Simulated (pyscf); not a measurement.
1,1-elimination: H₂N–SiH₂–Cl (SMILES N[SiH2]Cl) → H₂N–Si:–Cl (SMILES N[Si]Cl) [singlet] + H₂ (SMILES [H][H])

Gas phase, singlet surface, charge 0. Bonds broken: Si2–H6, Si2–H7. Bonds formed: H6–H7. Structures and frequencies: ωB97X-D3(BJ)/def2-SVP in PySCF.

Transition state (Å):

```xyz
7

N      0.9311    -0.2034    -0.6437
Si     0.6025     0.3658     0.9437
Cl     1.8445    -0.4572     2.4054
H      0.2563    -0.8169    -1.0853
H      1.8704    -0.3582    -0.9928
H      1.5631     1.7559     0.7917
H      0.4763     1.8660     1.1091
```

One imaginary mode, 1383i cm⁻¹; descent along it reached the two sides named.

| bond | change | reactant side (Å) | saddle | product side |
|---|---|---|---|---|
| Si2–H6 | breaks | 1.483 | 1.697 | 3.8 |
| Si2–H7 | breaks | 1.483 | 1.515 | 3.2 |
| H6–H7 | forms | 2.474 | 1.137 | 0.760 |

Electronic energies relative to the reactant's lowest minimum found (kcal/mol):

| level | barrier | reaction energy | reverse barrier |
|---|---|---|---|
| ωB97X-D3(BJ)/def2-TZVP | 78.3 | +37.0 | 41.3 |
| PBE/def2-TZVP | 65.8 | +30.8 | 35.0 |
| r²SCAN/def2-TZVP | 71.0 | +35.9 | 35.2 |
| B3LYP-D3(BJ)/def2-TZVP | 73.3 | +32.4 | 40.9 |
| PBE0-D3(BJ)/def2-TZVP | 71.9 | +36.0 | 35.9 |
| M06-2X/def2-TZVP | 75.9 | +32.5 | 43.4 |
| ωB97M-D3(BJ)/def2-TZVP | 75.0 | +32.6 | 42.4 |
| HF/def2-TZVP | 93.2 | +39.1 | 54.0 |

With ωB97M-D3(BJ)/def2-TZVP energies and thermal terms (ideal gas, 1 atm, RRHO with modes under 100 cm⁻¹ raised to 100, one conformer, R ln 2 for chiral ones without a mode under 150 cm⁻¹), in kcal/mol:

```tsv
T (K)	ΔH‡	ΔG‡	ΔH	ΔG
298	72.5	72.2	+29.7	+21.2
600	72.3	71.9	+30.2	+12.4
900	72.0	71.8	+30.1	+3.4
1200	71.6	71.9	+29.5	-5.4
```

One saddle was located; it need not be the lowest between these sides.
